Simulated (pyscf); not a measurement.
H₂P–GeH₃ (SMILES [PH2][GeH3]) + H• (SMILES [H]) → •HP–GeH₃ (SMILES [PH][GeH3]) + H₂ (SMILES [H][H]) (hydrogen abstraction; doublet surface; H–P broken, H–H formed). Structures and frequencies: ωB97X-D3(BJ)/def2-SVP in PySCF. Rate constants from transition-state theory, ωB97M-D3(BJ)/def2-TZVP energies (ideal gas, 1 atm, RRHO with modes under 100 cm⁻¹ raised to 100, one conformer, R ln 2 for chiral ones without a mode under 150 cm⁻¹; no tunnelling), k in cm³ molecule⁻¹ s⁻¹.

```
T (K)  1000/T  log10 k
-----  ------  -------
298     3.354   -12.36
600     1.667   -11.18
900     1.111        ?
1200    0.833   -10.36
```

Fit an Arrhenius line to the three values, give the activation energy, and predict k at 900 K.

Least squares gives log10 k = -9.78 − 0.78 × 1000/T, so Ea = 0.78 × ln 10 × 1.987 = 3.6 kcal/mol, against an electronic barrier of 2.8. At 900 K the line gives -10.65; the computed value is -10.68 (ΔG‡ = 20.8 kcal/mol), close to the line. This is the saddle that the search found; another between the same sides may lie lower. The angle at the transferred H is 168°. Elements up to Kr have no core potential and no relativistic terms here.
